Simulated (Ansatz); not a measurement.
Results of r²SCAN+SOC (plane waves, PAW; Ansatz, a program for electronic structure) for cubic perovskite KTaO3.

Settings: plane-wave cutoff 560 eV, 8×8×8 k mesh, Fermi–Dirac smearing 0.01 eV, PAW data made under PBE.

Pressure at four volumes; x = ln(V/12.693 Å³). One pressure is withheld.

```csv
V (Å³/atom),x,P (GPa)
11.931,-0.0619,?
12.185,-0.0408,9.35
12.693,0.0000,0.00
13.455,0.0583,-10.72
```

Q: Pass a parabola P(x) through the three rows shown, estimate the bulk modulus and its pressure derivative near zero pressure, and predict the withheld pressure.

A: Slopes between the rows: (0.00 − (9.35))/(0.0000 − (-0.0408)) = -229.17 and (-10.72 − (0.00))/(0.0583 − (0.0000)) = -183.88 GPa. Their difference over the span 0.0991 is c = 45.29/0.0991 = 457.0 GPa, so P(x) = 9.35 + (-229.17)(x − (-0.0408)) + 457.0 (x − (-0.0408))(x − (0.0000)). At the middle row B = −dP/dx = −[-229.17 + 457.0 × 0.0408] = 210.5 GPa, and B′ = dB/dP = 2c/B = 4.3. At x = -0.0619 the parabola gives 14.78 GPa; the run gives 14.83 GPa. The Birch–Murnaghan fit to the energies at all volumes has B0 = 209 GPa and B′ = 4.4.

Measured, for comparison: bulk modulus 220 GPa (temperature not stated, not corrected to a static lattice; as tabulated in Tinte et al. (1998), arXiv:cond-mat/9809379). Computed less measured: bulk modulus -5 %.

Note: the relaxation could not lower the start's symmetry, so the cell can be a saddle point above a distorted one.
